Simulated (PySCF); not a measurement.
**Spin–spin coupling constants**

Geometry (Å), atoms numbered from 1 in this order:
```xyz
11

C    -1.241   -0.469    0.426
C    -0.631    0.827   -0.016
N     0.558    1.071   -0.378
C     1.541    0.015   -0.397
H    -0.519   -1.294    0.488
H    -2.046   -0.761   -0.268
H    -1.715   -0.343    1.413
H    -1.326    1.686   -0.027
H     1.240   -0.840   -1.029
H     1.745   -0.381    0.614
H     2.491    0.402   -0.795
```

Method: B3LYP/pcJ-1 (spin–dipole term only in couplings to heteroatoms)//PBE0-D3(BJ)/def2-SVP, PySCF; isolated molecule, single conformer, non-relativistic. Couplings are averaged over pairs made equivalent by symmetry, fast rotation or ring inversion, so a value needn't be that of the named pair in this geometry, while other rotamers aren't included; one pair stands for each set, and the list holds those of at least 1.5 Hz over up to four bonds.

Isotopes: 13C, 1H, 15N.

| pair | bonds | J (Hz) |
| --- | --- | --- |
| C1, C2 | 1 | 38.7 |
| C1, H5 | 1 | ? |
| C2, N3 | 1 | -5.8 |
| C2, H8 | 1 | ? |
| N3, C4 | 1 | 4.4 |
| C4, H9 | 1 | ? |
| C1, N3 | 2 | 3.2 |
| C1, H8 | 2 | 16.6 |
| C2, C4 | 2 | ? |
| C2, H5 | 2 | -5.7 |
| N3, H8 | 2 | ? |
| H5, H6 | 2 | -16.5 |
| H9, H10 | 2 | -15.1 |
| C1, C4 | 3 | 11.3 |
| C2, H9 | 3 | ? |
| N3, H5 | 3 | -2.3 |
| C4, H8 | 3 | 16.6 |
| H5, H8 | 3 | 6.2 |
| H8, H9 | 4 | -2.9 |

Task: Estimate the withheld couplings, with signs.

Result: 
- 1J(C1,H5) = 133.0 Hz (bond length 1.098 Å, sp3 carbon)
- 1J(C2,H8) = 183.4 Hz (bond length 1.104 Å, sp2 carbon)
- 1J(C4,H9) = 139.4 Hz (mean over equivalent pairs that range from 133.1 to 151.8 Hz in this conformer)
- 2J(C2,C4) = -5.1 Hz (angle at N3 120°)
- 2J(N3,H8) = -14.8 Hz (angle at C2 116°)
- 3J(C2,H9) = 9.4 Hz (mean over equivalent pairs that range from 6.5 to 14.7 Hz in this conformer)
